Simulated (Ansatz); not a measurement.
Relative stability

The two ends of one reaction step of CH$_{6}$N, doublet (PBE0-D4/def2-TZVP).

A:

```xyz
8
angstrom
H 0.0551 -0.5558 0.4132
N -1.3538 -0.2888 -1.7059
C 0.7528 -0.0648 1.0930
H -1.8111 0.5885 -1.4316
H -0.6033 0.0246 -2.3325
H 0.2309 0.2216 2.0059
H 1.1664 0.8256 0.6187
H 1.5630 -0.7508 1.3392
```

B:

H1  (-0.594, -0.361, -0.572)
N2  (-1.172, -0.348, -1.406)
C3  (1.019, 0.104, 1.359)
H4  (-1.791, 0.450, -1.322)
H5  (-0.557, -0.162, -2.189)
H6  (0.182, 0.194, 2.037)
H7  (1.471, 0.991, 0.940)
H8  (1.444, -0.868, 1.154)
(Å)

Program: Ansatz 0.2.0. Basis: def2-TZVPP. Cores are frozen in the correlated methods; orbitals are unrestricted. B3LYP uses VWN-RPA correlation.

Q: Which structure is lower at CCSD(T), and by how much? (An estimate is asked for; the value comes from the calculation.)

A: The calculation gives: B, by 2.15 kcal/mol (electronic energy, against the other). By their contacts, A is a complex of CH₄ + NH₂ and B is a complex of CH₃ + NH₃.

Q: Do the other methods give the same order? (Judge from chemistry; the calculation decides.)

A: The calculation gives: Not all: RPA on PBE, HF give the other order.

| method | E(B) − E(A) (kcal/mol) |
| --- | --- |
| SPW92 | -6.41 |
| PBE-D4 | -3.29 |
| BLYP-D4 | -2.23 |
| r2SCAN-D4 | -3.11 |
| B97M-V | -1.04 |
| PBE0-D4 | -2.65 |
| B3LYP-D4 | -2.06 |
| r2SCAN0-D4 | -2.61 |
| BHLYP-D4 | -0.93 |
| CAM-B3LYP-D4 | -2.52 |
| wB97X-V | -1.60 |
| wB97M-V | -2.52 |
| B2PLYP | -2.54 |
| PBE-QIDH | -3.01 |
| RPA on PBE | 0.10 |
| HF | 2.07 |
| MP2 | -4.78 |
| CCSD | -1.85 |
| CCSD(T) | -2.15 |

The T1 diagnostic stays at or below 0.009. ⟨S²⟩ of the unrestricted Hartree–Fock references: 0.76 (a pure state has 0.75).

For scale, one of the runs: CCSD(T)/def2-TZVPP, 146 basis functions, launched by `ansatz run in.yaml --threads 2 --pin off --events-out ev --progress --plain --max-ram 4352MiB`. The run took 30 s on 2 CPU threads of an Arm Neoverse V2 (shared host), with 2.1 GiB of host memory at its peak.
